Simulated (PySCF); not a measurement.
**Protonated Nitrogen Molecule (N₂H+): NMR shifts in gas and solvents**

Aim: compute the NMR shifts of Protonated Nitrogen Molecule (N₂H+) (`N#[NH+]`), and see what a dielectric continuum does where one was used.

Computed with PySCF 2.14.0, with density-fitted response routines of our own, on a single molecule, in the gas phase or a continuum. Atoms are numbered from 0 throughout.

### 1 Starting geometry

3 atoms, charge 1, multiplicity 1; geometry from: GFN2-xTB. The atoms were then displaced at random by about 0.01 Å, so the start is not that level's minimum.

Bonds of the start (Å): N0–N1 1.10, N1–H2 1.04.

### 2 Relaxing the molecule at PBE0-D3(BJ)/def2-TZVP

Job settings and geometry (Å):

```
{"job": {"xc": "PBE0", "basis": "def2-TZVP", "d3": "d3bj", "grid": 2, "shake": 0.01, "kind": "geom"}, "charge": 1, "multiplicity": 1}
N      1.082580     0.183430    -0.002180
N     -0.018290     0.096410    -0.006260
H     -1.058270    -0.004370    -0.010730
```

Run with:

```
$ OMP_NUM_THREADS=1 python probes_run.py task.json out
```

The driver reads the jobs from task.json and runs them one after another.

The log of the run:

```text
step   0  E = -109.64268098  max force = 0.059108
step   1  E = -109.63745911  max force = 0.058437
step   2  E = -109.64217212  max force = 0.014777
step   3  E = -109.64357852  max force = 0.013228
step   4  E = -109.64387508  max force = 0.002456
step   5  E = -109.64387828  max force = 0.000428
step   6  E = -109.64387841  max force = 0.000014
optimisation converged
```

It took 7.9 s on 1 thread of Intel Xeon Platinum 8259CL at 2.50GHz, shared host; peak memory 0.3 GiB.

Step by step: (the energy doesn't fall at every step)

```csv
step,energy from step 0 (eV),largest force component (eV/Å)
0,0.0000,3.0395
1,0.1421,3.0050
2,0.0138,0.7599
3,-0.0244,0.6802
4,-0.0325,0.1263
5,-0.0326,0.0220
6,-0.0326,0.0007
```

Close pairs (by a distance rule), those that changed most:

```csv
bond,before (Å),after (Å),change (Å)
N0–N1,1.104,1.084,-0.020
N1–H2,1.045,1.037,-0.008
```

The next job starts from the end point, and lists it.

```csv
at the end point,value
point group (found at 0.08 Å tolerance),Cinfv
"rotational constants (GHz, main isotopes)","47.423, 47.423"
```

### 3 Shielding tensors: PBE0/pcSseg-2

Job settings and geometry (Å):

```
{"job": {"kind": "nmr", "xc": "PBE0", "basis": "pcSseg-2"}, "charge": 1, "multiplicity": 1}
N      0.718473     0.867054    -0.170830
N     -0.008869     0.080406    -0.003954
H     -0.704195    -0.671862     0.155620
```

Method: GIAO PBE0/pcSseg-2 NMR shielding, non-relativistic, gas phase.

The log of the run:

```text
coarse grid: 2744 points
cycle   1  E = -109.6012329364  dE =  6.815e-01  |g| = 3.673e-01  |ddm| = 1.263e+00
cycle   2  E = -109.5888177285  dE =  1.242e-02  |g| = 5.264e-01  |ddm| = 5.132e-01
cycle   3  E = -109.6326873455  dE = -4.387e-02  |g| = 1.881e-01  |ddm| = 2.671e-01
cycle   4  E = -109.6388440718  dE = -6.157e-03  |g| = 3.702e-02  |ddm| = 1.268e-01
cycle   5  E = -109.6391256524  dE = -2.816e-04  |g| = 3.481e-03  |ddm| = 1.549e-02
cycle   6  E = -109.6391282440  dE = -2.592e-06  |g| = 2.270e-04  |ddm| = 2.977e-03
final grid: 27360 points
cycle   7  E = -109.6421592393  dE = -1.618e-05  |g| = 2.550e-03  |ddm| = 1.300e-02
cycle   8  E = -109.6421592195  dE =  1.988e-08  |g| = 2.625e-03  |ddm| = 4.287e-03
cycle   9  E = -109.6421601721  dE = -9.526e-07  |g| = 1.558e-03  |ddm| = 1.940e-03
cycle  10  E = -109.6421606160  dE = -4.439e-07  |g| = 4.453e-05  |ddm| = 6.308e-04
cycle  11  E = -109.6421606163  dE = -2.960e-10  |g| = 9.456e-06  |ddm| = 2.325e-05
converged SCF energy = -109.6421606163

GIAO shielding tensors (ppm)
atom      isotropic    diamagn.    paramagn.     s11        s22        s33       span
  0 N      -89.335     317.678    -407.013   -301.616   -301.615    335.225    636.842
  1 N       27.505     326.545    -299.040   -128.968   -128.968    340.451    469.420
  2 H       22.681      22.644       0.037     16.735     16.735     34.573     17.837
```

Wall time 3.3 s (1 thread of Intel Xeon Platinum 8259CL at 2.50GHz, shared host); peak memory 0.33 GiB.

Shifts follow as δ = σ(reference) − σ, with reference shieldings (ppm) from runs at the same level and on the same kind of geometry: ¹H TMS 31.52, ¹⁵N NH3 263.8. The references are single molecules in the gas phase, so shifts against H2O, NH3, PH3, H3PO4 or CFCl3 are not on the usual liquid scales and can be off by tens of ppm.

```csv
atoms,environment,σ (ppm),δ (ppm)
H2,hydrogen on a nitrogen bonded to N,22.68,8.84
N0,nitrogen bonded to N,-89.3,353.1
N1,"nitrogen bonded to N, H",27.5,236.3
```

Charges from the same density, by scheme (e):

```csv
atoms,Mulliken,IAO,Hirshfeld,ESP fit
N0,0.32,0.37,0.34,0.26
N1,0.29,0.18,0.31,0.26
```

Mayer bond orders: N0–N1 2.75.

Orbitals, density, ELF and potential are computed afterwards from the orbital file.

Frontier orbitals at PBE0/pcSseg-2, with the share of their density that lies nearest to each atom:

```csv
orbital,energy (eV),lies on
HOMO,-22.33,N0 88 %; N1 9 %
LUMO,-10.08,N0 55 %; N1 35 %; H2 10 %
```

ELF in a plane through or near 3 of the atoms.

Values, 10 rows by 14 columns:
```
0.00 0.00 0.00 0.00 0.00 0.00 0.00 0.00 0.00 0.00 0.00 0.00 0.00 0.00
0.00 0.00 0.00 0.00 0.00 0.00 0.00 0.01 0.01 0.00 0.00 0.00 0.00 0.00
0.00 0.00 0.00 0.00 0.00 0.04 0.09 0.14 0.10 0.12 0.13 0.01 0.00 0.00
0.00 0.00 0.00 0.01 0.30 0.51 0.56 0.64 0.53 0.63 0.81 0.45 0.02 0.00
0.00 0.00 0.00 0.16 0.97 0.97 0.87 0.49 0.69 0.55 0.97 0.87 0.23 0.00
0.00 0.00 0.00 0.29 0.99 0.99 0.73 0.39 0.45 0.59 0.98 0.91 0.31 0.00
0.00 0.00 0.00 0.05 0.80 0.85 0.78 0.77 0.70 0.79 0.93 0.74 0.09 0.00
0.00 0.00 0.00 0.00 0.03 0.19 0.29 0.39 0.30 0.35 0.48 0.12 0.00 0.00
0.00 0.00 0.00 0.00 0.00 0.01 0.04 0.07 0.05 0.05 0.04 0.00 0.00 0.00
0.00 0.00 0.00 0.00 0.00 0.00 0.00 0.00 0.00 0.00 0.00 0.00 0.00 0.00
```
The map spans 7.3 Å across and 5.2 Å up, centred on the molecule. Atoms in the plane (x, y in Å): N0 (1.1, 0.0), N1 (0.0, 0.0), H2 (-1.1, 0.0).

On the surface of density 0.002 e/bohr³ the electrostatic potential runs, from the 1st to the 99th percentile, from 5.40 V near N0 to 11.33 V near H2.

### 4 Shielding tensors: KT3/pcSseg-2

Job settings and geometry (Å):

```
{"job": {"kind": "nmr", "xc": "KT3", "basis": "pcSseg-2", "pop": false}, "charge": 1, "multiplicity": 1}
N      0.718473     0.867054    -0.170830
N     -0.008869     0.080406    -0.003954
H     -0.704195    -0.671862     0.155620
```

Method: GIAO KT3/pcSseg-2 NMR shielding, non-relativistic, gas phase.

The log of the run:

```text
coarse grid: 2744 points
cycle   1  E = -111.3393755853  dE =  6.663e-01  |g| = 2.724e-01  |ddm| = 1.368e+00
cycle   2  E = -111.2924317751  dE =  4.694e-02  |g| = 5.894e-01  |ddm| = 5.365e-01
cycle   3  E = -111.3570639232  dE = -6.463e-02  |g| = 1.518e-01  |ddm| = 2.714e-01
cycle   4  E = -111.3612776343  dE = -4.214e-03  |g| = 3.071e-02  |ddm| = 1.320e-01
cycle   5  E = -111.3614887335  dE = -2.111e-04  |g| = 4.927e-03  |ddm| = 2.198e-02
cycle   6  E = -111.3614943622  dE = -5.629e-06  |g| = 4.626e-04  |ddm| = 2.499e-03
final grid: 27360 points
cycle   7  E = -111.3641207076  dE = -1.237e-04  |g| = 2.392e-03  |ddm| = 1.432e-01
cycle   8  E = -111.3641175815  dE =  3.126e-06  |g| = 4.456e-03  |ddm| = 3.400e-03
cycle   9  E = -111.3641208759  dE = -3.294e-06  |g| = 1.688e-03  |ddm| = 2.247e-03
cycle  10  E = -111.3641214356  dE = -5.597e-07  |g| = 1.966e-04  |ddm| = 9.576e-04
cycle  11  E = -111.3641214444  dE = -8.853e-09  |g| = 2.475e-05  |ddm| = 2.142e-04
cycle  12  E = -111.3641214446  dE = -1.207e-10  |g| = 2.469e-06  |ddm| = 1.279e-05
converged SCF energy = -111.3641214446

GIAO shielding tensors (ppm)
atom      isotropic    diamagn.    paramagn.     s11        s22        s33       span
  0 N      -58.486     317.038    -375.525   -255.897   -255.894    336.332    592.229
  1 N       44.511     326.617    -282.106   -103.945   -103.944    341.421    445.366
  2 H       22.563      21.869       0.694     16.515     16.515     34.658     18.142
```

Wall time 2.3 s (1 thread of Intel Xeon Platinum 8259CL at 2.50GHz, shared host); peak memory 0.33 GiB.

This run: δ N0 319.5, N1 216.5, H2 9.07 ppm.

### 5 Nuclear shieldings: wB97X-D/pcSseg-2

Job settings and geometry (Å):

```
{"job": {"kind": "nmr", "xc": "wB97X-D", "basis": "pcSseg-2", "pop": false}, "charge": 1, "multiplicity": 1}
N      0.718473     0.867054    -0.170830
N     -0.008869     0.080406    -0.003954
H     -0.704195    -0.671862     0.155620
```

Method: GIAO wB97X-D/pcSseg-2 NMR shielding, non-relativistic, gas phase.

The log of the run:

```text
coarse grid: 2744 points
cycle   1  E = -109.6738701178  dE =  6.525e-01  |g| = 4.341e-01  |ddm| = 1.257e+00
cycle   2  E = -109.6888096167  dE = -1.494e-02  |g| = 4.678e-01  |ddm| = 4.911e-01
cycle   3  E = -109.7219766130  dE = -3.317e-02  |g| = 1.449e-01  |ddm| = 2.480e-01
cycle   4  E = -109.7254831052  dE = -3.506e-03  |g| = 3.279e-02  |ddm| = 9.644e-02
cycle   5  E = -109.7256942462  dE = -2.111e-04  |g| = 3.073e-03  |ddm| = 1.804e-02
cycle   6  E = -109.7256964027  dE = -2.157e-06  |g| = 2.205e-04  |ddm| = 3.926e-03
final grid: 27360 points
cycle   7  E = -109.7303727060  dE = -4.653e-05  |g| = 2.999e-03  |ddm| = 5.189e-02
cycle   8  E = -109.7303729369  dE = -2.308e-07  |g| = 2.974e-03  |ddm| = 5.810e-03
cycle   9  E = -109.7303742411  dE = -1.304e-06  |g| = 1.058e-03  |ddm| = 1.701e-03
cycle  10  E = -109.7303744505  dE = -2.093e-07  |g| = 1.567e-04  |ddm| = 7.149e-04
cycle  11  E = -109.7303744564  dE = -5.960e-09  |g| = 1.716e-05  |ddm| = 1.836e-04
cycle  12  E = -109.7303744566  dE = -1.423e-10  |g| = 3.261e-06  |ddm| = 2.518e-05
converged SCF energy = -109.7303744566

GIAO shielding tensors (ppm)
atom      isotropic    diamagn.    paramagn.     s11        s22        s33       span
  0 N      -90.963     318.448    -409.411   -304.086   -304.084    335.281    639.367
  1 N       25.923     326.369    -300.446   -131.400   -131.396    340.564    471.964
  2 H       22.748      22.729       0.019     16.841     16.841     34.562     17.720
```

Wall time 1.9 s (1 thread of Intel Xeon Platinum 8259CL at 2.50GHz, shared host); peak memory 0.34 GiB.

This run: δ N0 353.1, N1 236.2, H2 8.89 ppm.

### 6 NMR shieldings: B97-2/pcSseg-2

Job settings and geometry (Å):

```
{"job": {"kind": "nmr", "xc": "B97-2", "basis": "pcSseg-2", "pop": false}, "charge": 1, "multiplicity": 1}
N      0.718473     0.867054    -0.170830
N     -0.008869     0.080406    -0.003954
H     -0.704195    -0.671862     0.155620
```

With the program's defaults for keys left out, this is: GIAO B97-2/pcSseg-2 NMR shielding, non-relativistic, gas phase.

The log of the run:

```text
coarse grid: 2744 points
cycle   1  E = -109.6929705656  dE =  6.756e-01  |g| = 3.502e-01  |ddm| = 1.265e+00
cycle   2  E = -109.6754201352  dE =  1.755e-02  |g| = 5.324e-01  |ddm| = 5.023e-01
cycle   3  E = -109.7218703777  dE = -4.645e-02  |g| = 1.808e-01  |ddm| = 2.601e-01
cycle   4  E = -109.7276250361  dE = -5.755e-03  |g| = 3.502e-02  |ddm| = 1.166e-01
cycle   5  E = -109.7278817139  dE = -2.567e-04  |g| = 3.662e-03  |ddm| = 1.619e-02
cycle   6  E = -109.7278846132  dE = -2.899e-06  |g| = 2.461e-04  |ddm| = 2.295e-03
final grid: 27360 points
cycle   7  E = -109.7295974528  dE = -1.863e-05  |g| = 1.026e-03  |ddm| = 3.741e-02
cycle   8  E = -109.7295969170  dE =  5.358e-07  |g| = 1.911e-03  |ddm| = 1.158e-03
cycle   9  E = -109.7295975953  dE = -6.783e-07  |g| = 3.156e-04  |ddm| = 8.214e-04
cycle  10  E = -109.7295976136  dE = -1.827e-08  |g| = 2.375e-05  |ddm| = 1.236e-04
cycle  11  E = -109.7295976137  dE = -1.106e-10  |g| = 5.614e-06  |ddm| = 2.267e-05
converged SCF energy = -109.7295976137

GIAO shielding tensors (ppm)
atom      isotropic    diamagn.    paramagn.     s11        s22        s33       span
  0 N      -82.836     318.601    -401.438   -291.922   -291.920    335.333    627.255
  1 N       31.306     326.940    -295.634   -123.317   -123.316    340.551    463.867
  2 H       22.730      22.708       0.022     16.783     16.783     34.625     17.843
```

Wall time 1.5 s (1 thread of Intel Xeon Platinum 8259CL at 2.50GHz, shared host); peak memory 0.34 GiB.

In short: δ N0 344.6, N1 230.4, H2 8.91 ppm.

### 7 NMR shieldings: WP04/pcSseg-2 in chloroform

Job settings and geometry (Å):

```
{"job": {"kind": "nmr", "xc": "WP04", "basis": "pcSseg-2", "pop": false, "solvent": "chloroform"}, "charge": 1, "multiplicity": 1}
N      0.718473     0.867054    -0.170830
N     -0.008869     0.080406    -0.003954
H     -0.704195    -0.671862     0.155620
```

Level: GIAO WP04/pcSseg-2 NMR shielding, non-relativistic, IEF-PCM chloroform.

The log of the run:

```text
coarse grid: 2744 points
cycle   1  E = -112.1032483441  dE =  6.153e-01  |g| = 2.165e-01  |ddm| = 1.243e+00
cycle   2  E = -112.0831574568  dE =  2.009e-02  |g| = 4.247e-01  |ddm| = 2.926e-01
cycle   3  E = -112.1157475124  dE = -3.259e-02  |g| = 8.205e-02  |ddm| = 1.869e-01
cycle   4  E = -112.1168718019  dE = -1.124e-03  |g| = 2.080e-02  |ddm| = 7.791e-02
cycle   5  E = -112.1169594193  dE = -8.762e-05  |g| = 2.406e-03  |ddm| = 1.669e-02
cycle   6  E = -112.1169606054  dE = -1.186e-06  |g| = 2.119e-04  |ddm| = 1.896e-03
final grid: 27360 points
cycle   7  E = -112.1241492981  dE = -2.186e-05  |g| = 2.449e-03  |ddm| = 1.518e-02
cycle   8  E = -112.1241496842  dE = -3.861e-07  |g| = 1.997e-03  |ddm| = 4.942e-03
cycle   9  E = -112.1241501238  dE = -4.396e-07  |g| = 1.420e-03  |ddm| = 2.058e-03
cycle  10  E = -112.1241504971  dE = -3.733e-07  |g| = 1.145e-04  |ddm| = 5.792e-04
cycle  11  E = -112.1241504993  dE = -2.247e-09  |g| = 1.219e-05  |ddm| = 5.151e-05
cycle  12  E = -112.1241504993  dE = -2.046e-11  |g| = 9.907e-07  |ddm| = 4.828e-06
converged SCF energy = -112.1241504993

GIAO shielding tensors (ppm)
atom      isotropic    diamagn.    paramagn.     s11        s22        s33       span
  0 N      -85.508     319.101    -404.609   -296.854   -296.852    337.182    634.036
  1 N       14.429     324.550    -310.121   -149.094   -149.088    341.468    490.562
  2 H       22.134      21.137       0.997     16.318     16.318     33.767     17.450
```

Run time: 1.7 s. Hardware: 1 thread of Intel Xeon Platinum 8259CL at 2.50GHz, shared host; peak memory 0.34 GiB.

Key values: δ N0 335.5, N1 235.6, H2 9.73 ppm.

### 8 Nuclear shieldings: wB97X-D/pcSseg-2 in chloroform

Job settings and geometry (Å):

```
{"job": {"kind": "nmr", "xc": "wB97X-D", "basis": "pcSseg-2", "pop": false, "solvent": "chloroform"}, "charge": 1, "multiplicity": 1}
N      0.718473     0.867054    -0.170830
N     -0.008869     0.080406    -0.003954
H     -0.704195    -0.671862     0.155620
```

With the program's defaults for keys left out, this is: GIAO wB97X-D/pcSseg-2 NMR shielding, non-relativistic, IEF-PCM chloroform.

The log of the run:

```text
coarse grid: 2744 points
cycle   1  E = -109.7842890860  dE =  5.422e-01  |g| = 4.132e-01  |ddm| = 1.257e+00
cycle   2  E = -109.8054918276  dE = -2.120e-02  |g| = 3.909e-01  |ddm| = 4.580e-01
cycle   3  E = -109.8276365568  dE = -2.214e-02  |g| = 1.359e-01  |ddm| = 2.290e-01
cycle   4  E = -109.8307346341  dE = -3.098e-03  |g| = 3.105e-02  |ddm| = 8.673e-02
cycle   5  E = -109.8309190432  dE = -1.844e-04  |g| = 2.347e-03  |ddm| = 1.689e-02
cycle   6  E = -109.8309202759  dE = -1.233e-06  |g| = 1.895e-04  |ddm| = 2.949e-03
final grid: 27360 points
cycle   7  E = -109.8356165830  dE = -4.670e-05  |g| = 2.832e-03  |ddm| = 4.982e-02
cycle   8  E = -109.8356171739  dE = -5.909e-07  |g| = 2.378e-03  |ddm| = 5.743e-03
cycle   9  E = -109.8356179629  dE = -7.891e-07  |g| = 9.888e-04  |ddm| = 1.561e-03
cycle  10  E = -109.8356181421  dE = -1.791e-07  |g| = 1.513e-04  |ddm| = 6.524e-04
cycle  11  E = -109.8356181475  dE = -5.440e-09  |g| = 1.527e-05  |ddm| = 1.875e-04
cycle  12  E = -109.8356181476  dE = -1.242e-10  |g| = 2.903e-06  |ddm| = 2.519e-05
converged SCF energy = -109.8356181476

GIAO shielding tensors (ppm)
atom      isotropic    diamagn.    paramagn.     s11        s22        s33       span
  0 N      -78.589     321.114    -399.703   -285.765   -285.760    335.758    621.522
  1 N       19.798     325.397    -305.598   -140.359   -140.357    340.110    480.469
  2 H       22.227      21.957       0.270     16.311     16.311     34.059     17.748
```

Wall time 2 s (1 thread of Intel Xeon Platinum 8259CL at 2.50GHz, shared host); peak memory 0.34 GiB.

In short: δ N0 343.1, N1 244.7, H2 9.39 ppm.

### 9 Side by side: NMR shifts

Shifts (ppm), with basis size and wall time:

```csv
run,H2,N0,N1,functions,time
PBE0/pcSseg-2,8.84,353.1,236.3,86,3.3 s
KT3/pcSseg-2,9.07,319.5,216.5,86,2.3 s
wB97X-D/pcSseg-2,8.89,353.1,236.2,86,1.9 s
B97-2/pcSseg-2,8.91,344.6,230.4,86,1.5 s
WP04/pcSseg-2 in chloroform,9.73,335.5,235.6,86,1.7 s
wB97X-D/pcSseg-2 in chloroform,9.39,343.1,244.7,86,2 s
```

### 10 Summary of results

```
                                        quantity               value
                                     point group               Cinfv
            rotational constants (main isotopes)    47.42, 47.42 GHz
           ¹H shifts against TMS (PBE0/pcSseg-2)            8.84 ppm
          ¹⁵N shifts against NH3 (PBE0/pcSseg-2)    353.1, 236.3 ppm
range of the shift of N0 (wB97X-D/pcSseg-2 runs)  343.1 to 353.1 ppm
```

**Reading.** The optimisation took 6 steps and gained 0.033 eV; among the close pairs (by a distance rule), N0–N1 changed most, from 1.104 to 1.084 Å. No frequency check was run at this level, so the end point may be a saddle. At PBE0/pcSseg-2: Shielding is most anisotropic at N0 (span 637 ppm, paramagnetic term -407 ppm). At one level, wB97X-D/pcSseg-2: Across the 2 runs the shift of N0 moves most, between 343.1 (wB97X-D/pcSseg-2 in chloroform) and 353.1 ppm (wB97X-D/pcSseg-2).
